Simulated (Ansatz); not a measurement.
# C2H3F3S: one species, many methods

How much do the methods differ for C2H3F3S? The plan is to run it at one geometry with functionals of several rungs and with coupled cluster, and see how far each lands from CCSD(T) at the basis-set limit for the atomisation energy.

Computed with Ansatz 0.2.0, Gaussian basis. Level: functionals in def2-TZVPP, the program's frozen cores in correlated methods.

Levels to be run: LDA (SPW92), PBE-D4, revPBE-D4, BLYP-D4, r2SCAN-D4, B97M-V, PBE0-D4, B3LYP-D4, r2SCANh-D4, r2SCAN0-D4, HSE06-D4, BHLYP-D4, CAM-B3LYP-D4, LC-ωPBE, ωB97X-V, ωB97M-V, B2PLYP, PBE-QIDH; CCSD(T)/def2-SVP; CCSD(T)/def2-TZVPP; MP2/def2-QZVPP; extrapolation to the limit; RPA on PBE.

**1. The geometry**

An earlier PBE0-D4 in a triple-zeta def2 set relaxation fixed the geometry.

SMILES `FC(F)(F)CS`, 9 atoms, charge 0, spin multiplicity 1.

Atoms are counted from 1 here; the program's logs count them from 0.

Bond lengths: F1–C2 1.336 Å, C2–F3 1.336 Å, C2–F4 1.340 Å, C2–C5 1.509 Å, C5–S6 1.813 Å, C5–H7 1.090 Å, C5–H8 1.090 Å, S6–H9 1.341 Å. Angles: F1–C2–F3 107.5°, F1–C2–F4 107.4°, F1–C2–C5 112.2°, F3–C2–F4 107.4°, F3–C2–C5 112.3°, F4–C2–C5 109.7°, C2–C5–S6 110.8°, C2–C5–H7 107.2°, C2–C5–H8 107.2°, S6–C5–H7 110.9°, S6–C5–H8 110.9°, H7–C5–H8 109.6°, C5–S6–H9 94.6°.

**2. LDA**

This LDA is Slater exchange with PW92 correlation.

The input, in.yaml:

```yaml
crystal:
  periodic: [false, false, false]
  atoms:
    - {symbol: F, position_ang: [0.194558, -1.832421, 0.561913]}
    - {symbol: C, position_ang: [0.579359, -0.853535, -0.261705]}
    - {symbol: F, position_ang: [1.848112, -0.556479, 0.031658]}
    - {symbol: F, position_ang: [0.560562, -1.346913, -1.507889]}
    - {symbol: C, position_ang: [-0.324500, 0.351403, -0.178062]}
    - {symbol: S, position_ang: [-0.326901, 1.039072, 1.498976]}
    - {symbol: H, position_ang: [-1.323903, 0.026084, -0.467034]}
    - {symbol: H, position_ang: [0.044720, 1.082478, -0.897219]}
    - {symbol: H, position_ang: [-1.163506, 2.044112, 1.202260]}
basis:
  gaussian: {orbitals: def2-TZVPP}
hamiltonian: {xc: lda}
output: {orbitals: {seedname: orbitals}}
```

Started as:

```console
$ ansatz run in.yaml --threads 4 --pin off --events-out ev --progress --plain --max-ram 10444MiB
```

After this run come: PBE-D4 (GGA); revPBE-D4 (GGA); BLYP-D4 (GGA); r2SCAN-D4 (meta-GGA); B97M-V (meta-GGA); B3LYP-D4 (hybrid); r2SCANh-D4 (hybrid); r2SCAN0-D4 (hybrid); HSE06-D4 (hybrid); BHLYP-D4 (hybrid); CAM-B3LYP-D4 (range-separated); LC-ωPBE (range-separated); ωB97X-V (range-separated); ωB97M-V (range-separated); B2PLYP (double hybrid); PBE-QIDH (double hybrid); CCSD(T) in def2-SVP; CCSD(T) in def2-TZVPP; MP2 in def2-QZVPP; RPA on PBE orbitals.

**Question.** What will the summary of the whole plan be? Wanted: atomisation energy, CCSD(T)/CBS; farthest beyond LDA; mean size of error, GGA; mean size of error, meta-GGA; mean size of error, hybrid; mean size of error, range-separated; mean size of error, double hybrid; gap, smallest and largest; T1 diagnostic.

As calculated:

```
                               quantity                                                                    value
        atomisation energy, CCSD(T)/CBS                                                                35.209 eV
    functionals within 0.176 eV (0.5 %)  revPBE-D4, BLYP-D4, B97M-V, r2SCANh-D4, CAM-B3LYP-D4, LC-ωPBE, PBE-QIDH
                    farthest beyond LDA                                                     BHLYP-D4 (-1.808 eV)
                mean size of error, GGA                                                                 0.498 eV
           mean size of error, meta-GGA                                                                 0.192 eV
             mean size of error, hybrid                                                                 0.560 eV
    mean size of error, range-separated                                                                 0.191 eV
      mean size of error, double hybrid                                                                 0.335 eV
              gap, smallest and largest                                    5.08 eV (BLYP-D4), 12.53 eV (LC-ωPBE)
                          T1 diagnostic                                                                   0.0114
triples share of the correlation energy                                                                    3.4 %
```

What this shows: LDA overbinds by 7.014 eV (20 %). PBE-D4 misses by +1.373 eV. Double hybrids carry the basis error of their MP2 part in triple zeta, and no dispersion term here, so their miss is partly the set-up's. Taken by rung, range-separated functionals do best (0.191 eV on average) and hybrid ones worst beyond LDA (0.560 eV). GGA functionals lie within the reference's doubt of that worst mean (0.498 eV), so those two tie. The gap between the best rungs is small, so their order is not settled. The mean of the hybrids holds BHLYP, with half exact exchange. The reference freezes the cores and leaves out relativity and excitations past (T), so misses under about 0.176 eV can't be ranked. Hartree-Fock recovers 69 % of the binding; the rest is correlation. CCSD(T) in def2-SVP is off by -1.863 eV, so the small basis spoils what the method gains. Orbital gaps span 5.1 to 12.5 eV; exact exchange widens them.
